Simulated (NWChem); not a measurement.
## Ionisation of CN

```
C
N 1 1.1706
```
Charge 0, spin multiplicity 2.

The numbers come from NWChem runs, not from measurements. All single points use one geometry, from UB3LYP/def2-SVP, a minimum by its harmonic frequencies.

Basis set: def2-TZVP. The species with one electron less has spin multiplicity 3 and keeps the geometry of the parent. Δ marks differences of total energies (open shells unrestricted). −ε marks an orbital energy of the parent. That orbital need not have the symmetry of the hole or added electron in the Δ rows.

B3LYP has NWChem's definition, with VWN1-RPA local correlation. The structure started from a generated list of species. The unpaired electrons of the parent sit in orbitals of symmetry a1 (C2v labels of the run); other states weren't searched. No SCF solution was tested for a lower state.

Task: Order these methods by the first vertical ionisation energy they give, lowest first: evGW0@PBE, −ε(beta HOMO) of B3LYP, −ε(beta HOMO) of M06-2X, ΔLC-wPBE (omega 0.3 per bohr).

Result: −ε(beta HOMO) of B3LYP (10.53 eV), −ε(beta HOMO) of M06-2X (12.02 eV), evGW0@PBE (13.86 eV), ΔLC-wPBE (omega 0.3 per bohr) (14.21 eV)
